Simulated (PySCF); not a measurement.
## SH₃: one-bond stretch

These are results of PySCF, UPBE0, basis S def2-TZVP, H def2-TZVP (no relativity, density fitting), not measurements.

Rigid scan from the doublet minimum (S–H 1.337 Å, S–H 1.492 Å (×2); H–S–H 88.5° (×2), H–S–H 156.2°). Coordinate: the bond from S to the last atom (H) scaled, the rest fixed. Energies in kJ/mol from the minimum.

(1) Predict the curve at 0.92, 0.96, 1.00, 1.05, 1.12, 1.20, 1.35, 1.55, 1.80, 2.20.

## Answers

(1) 
| scale of one bond | E (kJ/mol) | dipole size (D) | ⟨S²⟩ |
| --- | --- | --- | --- |
| 0.92 | 7.3 | 0.88 | 0.76 |
| 0.96 | 1.5 | 0.83 | 0.76 |
| 1.00 | 0.0 | 0.81 | 0.76 |
| 1.05 | 1.6 | 0.84 | 0.76 |
| 1.12 | 6.9 | 0.95 | 0.76 |
| 1.20 | 13.2 | 1.10 | 0.77 |
| 1.35 | 20.0 | 1.25 | 0.76 |
| 1.55 | 20.7 | – | 0.75 |
| 1.80 | 18.4 | – | 0.75 |
| 2.20 | 16.5 | – | 0.75 |

Other isomers or separated fragments may lie lower.
